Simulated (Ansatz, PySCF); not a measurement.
Molecule: C2H6O (charge 0, singlet). SMILES: CCO
Geometry from a B3LYP-D3(BJ)/def2-TZVP (Ansatz, an electronic-structure program) optimisation:
```
C
H 1 1.0973
H 1 1.0973 2 107.69
O 1 1.4270 2 110.49 3 -120.76
H 4 0.9624 1 108.87 2 59.54
C 1 1.5131 2 110.09 3 120.04
H 6 1.0909 1 110.47 2 60.81
H 6 1.0909 7 108.30 1 -121.11
H 6 1.0917 7 108.54 8 -117.66
```


Quantity: enthalpy of formation at 298 K (from the atomisation energy, B3LYP-D3(BJ)/def2-TZVP harmonic zero-point and thermal terms from PySCF, and the atoms' enthalpies of formation in the G2/97 table; no spin-orbit terms, and no core term in the frozen-core levels), in kcal/mol. Correlated levels leave the core frozen unless marked. UHF or UKS for open shells. Spin-orbit coupling is left out. Non-relativistic. The coupled-cluster limit lacks core correlation, which all-electron functionals hold. CBS marks a two-point X^-3 extrapolation of the correlation energy; Hartree-Fock from the larger set. The bracket is a focal-point correction in the basis named.

```tsv
level	program	enthalpy of formation at 298 K (kcal/mol)
HF-D4/def2-TZVPD	PySCF + dftd4	150.3
BP86-D3(BJ)/def2-TZVPD	PySCF + dftd3	-80.1
TPSS-D4/def2-TZVPD	PySCF + dftd4	-59.3
PBE0/def2-SVP	Ansatz	-57.2
PBE0-D4/def2-TZVP	Ansatz + dftd4	-54.0
PBE0/def2-TZVP	Ansatz	-52.1
PBE0/def2-QZVPP	Ansatz	-54.3
```

Estimate the value at RI-MP2/CBS(aug-cc-pVTZ,aug-cc-pVQZ)+[CCSD(T)-MP2]/aug-cc-pVTZ as computed with Ansatz.

-56.5 kcal/mol
